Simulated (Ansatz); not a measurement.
Reaction: C3H8 (SMILES CCC) → C2H5 (SMILES [CH2]C, doublet) + CH3 (SMILES [CH3], doublet) (the C-C bond breaks)
Each species at its own B3LYP-D3(BJ)/def2-TZVP minimum (Ansatz, a program for electronic structure).

Total energies in hartree (Ansatz). Open shells are spin-unrestricted; no spin-orbit coupling. Cores are frozen in correlated methods. No relativity.

```tsv
species	HF/cc-pVTZ	CCSD(T)/cc-pVTZ	HF/cc-pVQZ	CCSD(T)/cc-pVQZ	CCSD(T)/cc-pVDZ	CCSDT(Q)/cc-pVDZ
1: C3H8 (propane, SMILES CCC)	-118.30771	-118.91403	-118.31536	-118.94992	-118.78047	-118.78197
2: C2H5 (SMILES [CH2]C, doublet)	-78.62785	-79.00245	-78.63306	-79.02569	-78.91562	-78.91668
3: CH3 (SMILES [CH3], doublet)	-39.57748	-39.76098	-39.58026	-39.77245	-39.71583	-39.71634
```

**Question.** Work out the bond dissociation energy (electronic) in kcal/mol: take Hartree-Fock from cc-pVQZ, extrapolate the CCSD(T) correlation energy as X^-3 (X = 3, 4), and add CCSDT(Q) - CCSD(T) in cc-pVDZ. 1 hartree = 627.51 kcal/mol.

**Answer.** 
Species 1: correlation (64·(-0.63456) - 27·(-0.60632))/37 = -0.65517; step -0.00150; E1 = -118.31536 + (-0.65517) + (-0.00150) = -118.97203
Species 2: correlation (64·(-0.39263) - 27·(-0.37460))/37 = -0.40579; step -0.00106; E2 = -78.63306 + (-0.40579) + (-0.00106) = -79.03991
Species 3: correlation (64·(-0.19219) - 27·(-0.18350))/37 = -0.19853; step -0.00051; E3 = -39.58026 + (-0.19853) + (-0.00051) = -39.77930
-1·E1 +1·E2 +1·E3 = 0.15282 hartree = 95.9 kcal/mol.
